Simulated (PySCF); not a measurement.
## Peak assignment

Geometry:
```csv
atom,x (Å),y (Å),z (Å)
C1,2.543,0.447,-0.181
C2,1.385,0.130,-0.098
C3,0.037,-0.262,0.032
C4,-0.922,0.088,-0.838
C5,-2.269,-0.323,-0.679
N6,-3.370,-0.647,-0.569
H7,3.568,0.725,-0.257
H8,-0.218,-0.878,0.889
H9,-0.696,0.702,-1.702
```

PySCF 2.14.0 with density-fitted response routines calculation with PBE0-D3(BJ)/def2-TZVP structure and shieldings: GIAO B97-2/pcSseg-2; non-relativistic, in vacuum, one computed conformer.

References, each an isolated molecule treated in the same way: TMS for $^{13}$C, $^{1}$H.

(1) Assign these signals to the numbered atoms. $^{13}$C{$^{1}$H} NMR (computed): δ 139.0, 122.8, 120.5, 99.8, 84.1.

(2) Assign these signals to the numbered atoms. $^{1}$H NMR (400 MHz, computed): δ 6.64 (m, 1H), 5.97 (d, 1H), 3.58 (d, 1H).

## Answers

(1) 
139.0 → C3, alkene CH: the olefinic region
122.8 → C5, nitrile carbon: this is the usual window of a C≡N carbon, which has no attached hydrogen
120.5 → C4, alkene CH: the olefinic region
99.8 → C1, terminal alkyne carbon: sp carbons lie upfield of alkene carbons because the cylindrical π system leaves one tensor component strongly shielded
84.1 → C2, alkyne carbon: the triple bond shields along its axis, which puts it between sp3 and sp2 carbons

(2) 
```tsv
δ (ppm)	atoms	environment	reason
6.64	H8	hydrogen on an alkene CH	a vinylic proton, deshielded by the sp2 carbon and the C=C anisotropy
5.97	H9	hydrogen on an alkene CH	–
3.58	H7	hydrogen on a terminal alkyne carbon	it lies on the axis of the triple bond, in its shielding cone
```

Shifts are as computed. Against solution values, carbons near 30 ppm lie about +3 ppm off and those near 130 ppm about +7 ppm. Of 1211 compounds with measured shifts, 218 miss one by over three times the rms of a fit or turn the order of signals round; such compounds aren't used in these exercises. No couplings were computed; multiplicities are counted from neighbouring protons, with m where these are inequivalent, close in shift, in a saturated or five-membered ring or joined by F or P, and br s for small geminal =CH2 splittings.
